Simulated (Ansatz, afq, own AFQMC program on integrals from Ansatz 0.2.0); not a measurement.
**NO, doublet: AFQMC among the cluster methods**

| atom | x (Å) | y (Å) | z (Å) |
| --- | --- | --- | --- |
| N | 0.0000 | 0.0000 | 0.0000 |
| O | 0.0000 | 0.0000 | 1.1398 |

Basis cc-pVDZ. Noble-gas cores (and the filled d shells of Ga–Kr and In–Xe) are frozen. Integrals, coupled cluster, full CI and functionals: Ansatz 0.2.0; the random walks run on the same integrals in our own AFQMC program. The CISD trial takes its coefficients from CCSD amplitudes. Released means that phaseless walkers are propagated on without the constraint, phases kept. Free projection: walkers drawn from exp(T), propagated without any constraint. Its projection time is finite, and what remains of the start isn't in its error. Error bars are statistical, one sigma.

Determinant: UHF, the one that the program's search chose, which needn't be the lowest solution. The geometry is a point of a scan.

No full CI on the walks' own integrals is used here; CCSDT(Q) serves as the reference and is uncertain by about the last step of the cluster series.

The T1 diagnostic is 0.0238. The weight of the determinant in the CISD state is 0.894, the ⟨S²⟩ of the determinant is 0.777 and the size of the correlated space is 11 electrons in 26 orbitals.

```json
{"level": "MP2", "correlation energy (eV)": "-8.5948"}
{"level": "CCSD", "correlation energy (eV)": "-8.8355"}
{"level": "CCSD(T)", "correlation energy (eV)": "-9.1309"}
```

(1) Estimate where free-projection AFQMC lies against CCSD(T) on the same integrals.

(1) 1.87 ± 1.19 mEh below CCSD(T). The gap is under twice the noise, so this walk alone can't tell the two apart.

Reference: CCSDT(Q), correlation energy -9.184 eV. The released energy is read at 0.99 1/Eh, later times being too noisy (meV from the phaseless value at times in 1/Eh: -12 ± 18 at 0.24, -19 ± 22 at 0.51, -40 ± 20 at 0.99, -36 ± 27 at 1.62, 23 ± 25 at 2.40).

```json
{"level": "CCSD(T)", "E − E(reference) (mEh)": "1.93", "share of correlation (%)": "99.43"}
{"level": "CCSDT", "E − E(reference) (mEh)": "1.42", "share of correlation (%)": "99.58"}
{"level": "ph-AFQMC/HF", "E − E(reference) (mEh)": "6.75 ± 2.91", "share of correlation (%)": "98.00"}
{"level": "ph-AFQMC/CISD", "E − E(reference) (mEh)": "1.39 ± 0.44", "share of correlation (%)": "99.59"}
{"level": "released AFQMC", "E − E(reference) (mEh)": "-0.10 ± 0.74", "share of correlation (%)": "100.03"}
{"level": "free AFQMC", "E − E(reference) (mEh)": "0.06 ± 1.19", "share of correlation (%)": "99.98"}
```

Free projections are given only where their last times agree within the noise and don't stop above the reference; a slow remainder of the start can still hide under it. A walk keeps the symmetry of its determinant, which the program's search chose and which needn't be the lowest solution, so a lower state of the same spin and another symmetry isn't excluded. Released energies are given only where the last usable release times agree within the noise; a slower fall can still hide under it.
